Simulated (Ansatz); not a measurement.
**Structure relaxation of Tl2Si3**

Computed with Ansatz, DFT PBE, scalar-relativistic, plane waves, PAW. Cutoff 420 eV, Γ-centred k mesh, Gaussian smearing, no spin polarisation in the final step.

Tl2Si3 was placed on the tetradymite structure type (R-3m, No. 166), with Tl in place of Bi, Si in place of Te, at a guessed volume.

```yaml
crystal:
  lattice:
    - [1.86588, 1.07726, 8.64928]
    - [-1.86588, 1.07726, 8.64928]
    - [0.00000, -2.15453, 8.64928]
  atoms:
    - { symbol: Tl, position: [0.40000, 0.40000, 0.40000] }
    - { symbol: Tl, position: [0.60000, 0.60000, 0.60000] }
    - { symbol: Si, position: [0.00000, 0.00000, 0.00000] }
    - { symbol: Si, position: [0.20950, 0.20950, 0.20950] }
    - { symbol: Si, position: [0.79050, 0.79050, 0.79050] }
```

Cell and atoms relax at zero pressure; the relaxation can't lower the symmetry of the start. After a coarse first stage the cell is made exact in the group found at 0.06 Å.

The zero of energy is the elements' standard structures at the same level; no fitted shifts are applied.

Question: Describe the relaxed structure.

Answer: It keeps R-3m (No. 166), but not the shape of the type it started on. Conventional cell: a = 3.781 Å, c = 28.855 Å. Around Tl lie 3 Si at 3.00 Å, 3 Si at 3.18 Å, 6 Tl at 3.78 Å and 3 Si at 3.86 Å; around Si on Wyckoff site a (1 atom of the primitive cell) lie 6 Tl at 3.00 Å and 6 Si at 3.78 Å; around Si on Wyckoff site c (2 atoms of the primitive cell) lie 3 Si at 2.35 Å.

```xyz
5
Lattice="1.8903 1.0914 9.6184 -1.8903 1.0914 9.6184 0.0000 -2.1828 9.6184" Properties=species:S:1:pos:R:3 pbc="T T T"
Tl    0.0000    0.0000   11.6765
Tl    0.0000    0.0000   17.1786
Si    0.0000    0.0000    0.0000
Si    0.0000    0.0000    5.2422
Si    0.0000    0.0000   23.6129
```

Question: What are its volume, energy, density and gap?

Answer: The volume per atom is 23.81 Å³ and the density is 6.88 g/cm³. The energy over the elements is 0.44 eV/atom and the gap on the 12×12×12 mesh is 0 eV (a metal).

The final run used a 12×12×12 mesh on its 5-atom cell and 0.10 eV smearing. The k mesh leaves about 4 meV/atom of noise in metals. Spin–orbit coupling is left out. Symmetry constrained the relaxation, so the result can be a saddle point. The steps took of the order of 3 core-minutes in all.